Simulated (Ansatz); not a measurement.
A made-up structure of C$_{2}$H$_{3}$Si, doublet:

C1  (0.822, -0.978, 0.463)
C2  (-0.324, -1.074, -0.133)
Si3  (0.217, 0.710, 0.089)
H4  (0.474, 1.897, -0.647)
H5  (0.767, 1.489, -1.041)
H6  (-0.374, 1.563, 1.143)
(Å)

It is relaxed with PBE-D4/def2-SVP and then PBE0-D4/def2-TZVP (Ansatz 0.2.0). Atoms count as bonded within 1.22 times the sum of their covalent radii (H–H: 0.88 Å). The end point is not checked to be a true minimum.

Problem. Does its bonding change? (A judgement: the text doesn't fix the answer.)

Solution. The calculation gives: Yes. Formed: none; broken: Si3–H4, Si3–H5.

Where it ends: The first stage lowers the energy by 2.81 eV in 27 steps. It ends as a complex of C₂HSi ([C]1[C][SiH]1) + H₂:
```json
{"atom": "C1", "x (Å)": "0.8094", "y (Å)": "-0.8635", "z (Å)": "0.0440"}
{"atom": "C2", "x (Å)": "-0.2679", "y (Å)": "-1.4181", "z (Å)": "0.4004"}
{"atom": "Si3", "x (Å)": "-0.5023", "y (Å)": "0.4003", "z (Å)": "0.2534"}
{"atom": "H4", "x (Å)": "0.6143", "y (Å)": "2.2708", "z (Å)": "-1.0951"}
{"atom": "H5", "x (Å)": "1.1749", "y (Å)": "1.7712", "z (Å)": "-1.0338"}
{"atom": "H6", "x (Å)": "-0.2475", "y (Å)": "1.4453", "z (Å)": "1.3049"}
```

Labels in which every atom is bracketed show which atoms are joined, not bond orders.

For scale, one of the runs: PBE0-D4/def2-TZVP relaxation, 117 basis functions, launched by `ansatz run in.yaml --threads 2 --pin off --events-out ev --progress --plain --max-ram 4352MiB`. Hardware: 2 CPU threads of an Arm Neoverse V1, shared host. Wall time about 26 s.
